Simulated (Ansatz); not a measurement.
# C2H5Si+ (SMILES C=[Si+]C): one structure at several levels

One table from this session's results is given with a row withheld; the runs are named, their logs left out.

Program: Ansatz 0.2.0, Gaussian basis. Level of theory: single points in def2-TZVPP. These are calculated values, not measurements.

Cores are frozen in the correlated methods.

**Where the work starts**

SMILES `C=[Si+]C`, 8 atoms, charge 1, spin multiplicity 1.

Atoms are counted from 1 here; the program's logs count them from 0.

Bond lengths: C1–Si2 1.747 Å, C1–H4 1.107 Å, C1–H5 1.075 Å, Si2–C3 1.856 Å, C3–H6 1.061 Å, C3–H7 1.082 Å, C3–H8 1.106 Å. Angles: Si2–C1–H4 120.5°, Si2–C1–H5 121.7°, H4–C1–H5 117.8°, C1–Si2–C3 176.6°, Si2–C3–H6 110.7°, Si2–C3–H7 106.0°, Si2–C3–H8 113.7°, H6–C3–H7 112.0°, H6–C3–H8 106.5°, H7–C3–H8 107.9°.

Geometry (Å):

```tsv
atom	x (Å)	y (Å)	z (Å)
C1	-1.1408	1.1318	-1.2150
Si2	-0.1032	0.1644	-0.1960
C3	0.9091	-0.8951	0.9424
H4	-1.8971	0.6503	-1.8646
H5	-1.0869	2.2051	-1.2182
H6	1.2192	-0.3417	1.7932
H7	1.7496	-1.2440	0.3570
H8	0.3688	-1.7815	1.3236
```

Set-up of the first run:

Contents of run/in.yaml:

```yaml
crystal:
  periodic: [false, false, false]
  atoms:
    - {symbol: C, position_ang: [-1.140800, 1.131800, -1.215000]}
    - {symbol: Si, position_ang: [-0.103200, 0.164400, -0.196000]}
    - {symbol: C, position_ang: [0.909100, -0.895100, 0.942400]}
    - {symbol: H, position_ang: [-1.897100, 0.650300, -1.864600]}
    - {symbol: H, position_ang: [-1.086900, 2.205100, -1.218200]}
    - {symbol: H, position_ang: [1.219200, -0.341700, 1.793200]}
    - {symbol: H, position_ang: [1.749600, -1.244000, 0.357000]}
    - {symbol: H, position_ang: [0.368800, -1.781500, 1.323600]}
basis:
  gaussian: {orbitals: def2-TZVPP}
total_charge: 1
correlation: {method: ccsd_t}
output: {forces: true}
```

The command line of these runs was not kept.

Steps of the session up to this table: CCSD(T)/def2-TZVPP; PBE0-D4/def2-TZVPP; wB97M-V/def2-TZVPP; r2SCAN-D4/def2-TZVPP; PBE-D4/def2-TZVPP; CAM-B3LYP-D4/def2-TZVPP; r2SCAN0-D4/def2-TZVPP.

One table of the session follows, with a row left open; its other results are not shown here.

```
      method  RMS force component (eV/Å)  angle to CCSD(T) forces (°)
     CCSD(T)                       0.673                    reference
     PBE0-D4                       0.800                         10.0
     wB97M-V                       0.835                         11.9
   r2SCAN-D4                       0.771                          9.5
      PBE-D4                       0.754                         12.5
CAM-B3LYP-D4                           ?                            ?
  r2SCAN0-D4                       0.818                         12.0
```

Q: Estimate the row for CAM-B3LYP-D4 from the others.

**Answer.** RMS force component (eV/Å): 0.849; angle to CCSD(T) forces (°): 12.7. In the column «RMS force component (eV/Å)» it is the highest.
